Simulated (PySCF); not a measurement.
Basis and Hamiltonian dependence of the ionisation energy of Ar

Ar [Ar] (1S) → Ar⁺ [Ne] 3s2 3p5 (2P). All values are computed (PySCF 2.14, energy differences of UHF-based or UKS calculations, no spin-orbit coupling). Values in eV.

```
                                                               basis       Hamiltonian  functions     UHF     LDA    PBE0  MP2 (valence)  CCSD(T) (valence)  CCSD(T) (valence and next inner shell)
                                                          x2c-SVPall     spin-free X2C         18  14.589     n/a     n/a         15.325             15.180                                     n/a
                                                       jorge-DZP-DKH     spin-free X2C         24  14.644     n/a     n/a         15.433             15.289                                     n/a
                                                      aug-cc-pVDZ-DK     spin-free X2C         27  14.664  16.031  15.784         15.639             15.511                                     n/a
                                                    Sapporo-DZP-2012     spin-free X2C         27  14.615     n/a  15.743         15.533             15.352                                     n/a
                                                          cc-pVTZ-DK     spin-free X2C         34  14.556  15.979  15.704         15.664             15.528                                     n/a
                                                           def2-TZVP  non-relativistic         37  14.573  15.985     n/a         15.682             15.538                                     n/a
      x2c-TZVPPall with one added diffuse shell each of s, p, d type     spin-free X2C         51  14.553  15.989  15.713         15.697             15.562                                  15.567
                                                     aug-cc-pV(T+d)Z  non-relativistic         55  14.563  15.999  15.725         15.745             15.610                                     n/a
                                                        x2c-QZVPPall     spin-free X2C         70  14.530  15.970  15.692         15.800             15.692                                  15.696
aug-cc-pV(T+d)Z with one added diffuse shell each of s, p, d, f type  non-relativistic         71  14.560  15.996  15.722         15.744             15.609                                     n/a
   x2c-QZVPPall with one added diffuse shell each of s, p, d, f type     spin-free X2C         86  14.529  15.972  15.693         15.810             15.701                                  15.705
aug-cc-pCVTZ-DK with one added diffuse shell each of s, p, d, f type     spin-free X2C         91  14.537  15.978  15.702         15.728             15.593                                  15.606
                                                         dyall-acv3z  non-relativistic        113  14.549  15.989  15.713         15.738             15.603                                     n/a
                                                     aug-cc-pCVQZ-DK     spin-free X2C        134  14.527  15.970  15.692         15.832                n/a                                     n/a
```

Frozen in the all-electron rows: valence: [Ne]; valence and next inner shell: 1s2.

Reference for a calculation without spin-orbit coupling: 15.819 eV (measured, between term centres; NIST).
